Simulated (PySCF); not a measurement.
Reaction (SMILES): [C-]#[S+] (C-S) + 3 [H][H] (H2) → C (CH4) + S (H2S)
B3LYP-D3(BJ)/def2-TZVP geometries, fixed; electronic energies without zero-point terms.

Effect of the grid level at r2SCAN/def2-TZVP with PySCF, against the last row, where the energy of full hydrogenation is -108.82 kcal/mol. Cost is core time over that of grids.level: 1, rough, on shared machines of one kind; a dash marks a row that isn't timed (too short, read off another run, short of memory, by another algorithm or on other hardware).

```csv
setting,"grid points, largest species",largest shift of a total energy (mEh),shift of the energy of full hydrogenation (kcal/mol),cost
grids.level: 0,3568,-50.299,-3.819,-
grids.level: 1,15072,0.289,0.096,1×
grids.level: 2,32696,-0.060,-0.010,1×
grids.level: 3,53352,-0.016,0.007,2×
grids.level: 4,91440,-0.014,-0.001,3×
grids.level: 5,137144,-0.005,0.002,4×
grids.level: 7,287184,0.000,0.000,7×
```

Within 0.02 kcal/mol in the energy of full hydrogenation: grids.level: 2; grids.level: 3; grids.level: 4; grids.level: 5. The largest shift is 50.299 mEh in a total energy and 3.819 kcal/mol in the difference.
